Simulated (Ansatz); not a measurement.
Program: Ansatz. Geometries: PBE0-D4/def2-TZVP. ΔE: electronic, gas phase. CCSD(T)/CBS adds triple-zeta CCSD(T) − MP2 to the extrapolated MP2 energy (def2 sets, frozen cores). This one scheme is used for every species. DFT in def2-TZVPP. One conformer a species, not always the lowest.

`C=C/C(F)=C\F` + H₂ → `C=CC(=C)F` + H–F  (hydrogenolysis of a C–F bond)

Task: Is it downhill or uphill in electronic energy at CCSD(T)/CBS, and by how much? (Best estimate.)

Result: The calculation gave: Downhill: ΔE = -124.7 kJ/mol.

Task: What do these levels give: revPBE-D4, r2SCAN-D4, BLYP, PBE0, r2SCANh, r2SCAN0, CAM-B3LYP, HF/def2-SVP, MP2/def2-SVP, CCSD(T)/def2-SVP, SCS-MP2/def2-TZVPP, CCSD/CBS(def2)? (An estimate is asked.)

Result: Ansatz gave: revPBE-D4 -102.9, r2SCAN-D4 -105.4, BLYP -102.5, PBE0 -113.8, r2SCANh -109.4, r2SCAN0 -114.5, CAM-B3LYP -110.0, HF/def2-SVP -114.0, MP2/def2-SVP -108.2, CCSD(T)/def2-SVP -102.6, SCS-MP2/def2-TZVPP -122.8, CCSD/CBS(def2) -128.0 kJ/mol.

Largest T1 diagnostic among the species: 0.012.

At CCSD(T), def2-SVP lies +22.1 kJ/mol from the extrapolated value and def2-TZVPP +4.3 kJ/mol. From r2SCAN to r2SCAN0 (25 % exact exchange), in def2-TZVPP and without D4, ΔE moves by −8.8 kJ/mol.
